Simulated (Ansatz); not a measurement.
`C/N=C(/O)F` + H₂ → `C/N=C\F` + H₂O  (hydrogenolysis of a C–O bond)

Isolated molecules relaxed with PBE0-D4/def2-TZVP in Ansatz; ΔE leaves out vibrations. CBS: MP2 limit from def2 TZ/QZ plus the TZ coupled-cluster correction, frozen cores. This one scheme is used for every species. Double bonds are as drawn, so ΔE can hold a change between cis and trans. Functionals use def2-TZVPP. HSE06 is defined as in plane-wave codes. One conformer a species, not always the lowest.

**Question.** Is it downhill or uphill in electronic energy at CCSD(T)/CBS, and by how much? (An estimate is asked.)

**Answer.** Ansatz gave: Downhill: ΔE = -48.6 kJ/mol.

**Question.** What do these levels give: HSE06-D4, revPBE, HSE06, BHLYP, SCS-MP2/def2-QZVPP, MP2/CBS(def2)? (Estimate.)

**Answer.** Computed: HSE06-D4 -33.5, revPBE -39.5, HSE06 -35.5, BHLYP -41.8, SCS-MP2/def2-QZVPP -47.3, MP2/CBS(def2) -46.4 kJ/mol.

**Question.** What do rigid-rotor, harmonic-oscillator terms from PBE0-D4/def2-TZVP frequencies (298.15 K, 1 bar) make of the CCSD(T)/CBS value? (Estimate.)

**Answer.** The calculation gave: ΔZPE = +15.7 kJ/mol, ΔH = -33.7 kJ/mol, ΔS = 38 J/(mol·K), ΔG = -45.1 kJ/mol.

Largest T1 diagnostic among the species: 0.013.

The D4 term adds +4.0 kJ/mol with B3LYP and +2.2 kJ/mol with PBE0; it sums over pairs of atoms, weighted by their polarisabilities, and B3LYP, whose exchange is more repulsive, gets the larger term. Leaving LDA and LC-ωPBE aside and taking each functional with its dispersion term where it has one, the values, not all of them listed here, spread over 14.1 kJ/mol, from B2PLYP to r2SCAN-D4. LDA lies +16.6 kJ/mol from PBE without D4.

B3LYP here is the variant with VWN-RPA as its local correlation; programs differ in this.
